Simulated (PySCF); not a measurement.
Fill in the blanks.

Compound: CH3O3S (charge -1).
Geometry (GFN2-xTB, Å), atoms numbered from 1 in this order:
```
atom  x, y, z in Å
C1    -0.925   -0.138    0.017
S2     0.898    0.135   -0.023
O3     1.362   -0.650   -1.167
O4     1.047    1.580   -0.195
O5     1.374   -0.361    1.269
H6    -1.098   -1.198    0.140
H7    -1.319    0.422    0.854
H8    -1.331    0.220   -0.919
```

```tsv
property	level	value
point group of the GFN2-xTB geometry	GFN2-xTB	?
rotational constants A, B, C of the GFN2-xTB geometry	GFN2-xTB	5.081, 4.597, 4.595 GHz
HOMO energy	PBE0/pcSseg-1	-1.70 eV
LUMO energy	PBE0/pcSseg-1	5.98 eV
13C chemical shifts (computed TMS as zero) by class	GIAO PBE0/pcSseg-1	?
1H chemical shifts (computed TMS as zero) by class	GIAO PBE0/pcSseg-1	?
isotropic shieldings of nuclei other than C and H, by class	GIAO PBE0/pcSseg-1	103 (O3/O4/O5), 190 (S2) ppm
```

Electronic properties: PySCF, gas phase, density fitting. No diffuse functions stand in pcSseg-1, which bears on an anion's orbital energies.

Q: Give the point group of the GFN2-xTB geometry.

A: C3v.

Q: Give the 1H chemical shifts (computed TMS as zero) by class.

A: 1.63 (H6/H7/H8) ppm.

Q: Give the 13C chemical shifts (computed TMS as zero) by class.

A: 45.7 (C1) ppm.

The rotational constants are those of a prolate symmetric top; the small spread among constants that symmetry makes equal is optimisation noise. With B = h/(8π²I), that is 505.379 GHz u Å² over I, the principal moments of inertia are 99.5, 109.9 and 110.0 u Å² (most abundant isotopes); the inertial defect Ic − Ia − Ib is -99.4 u Å² (zero for a rigid planar frame, negative otherwise).

For the NMR shielding job (PBE0/pcSseg-1), time: 5.1 s wall. Hardware: one thread, x86-64 server, no GPU, on a shared host.
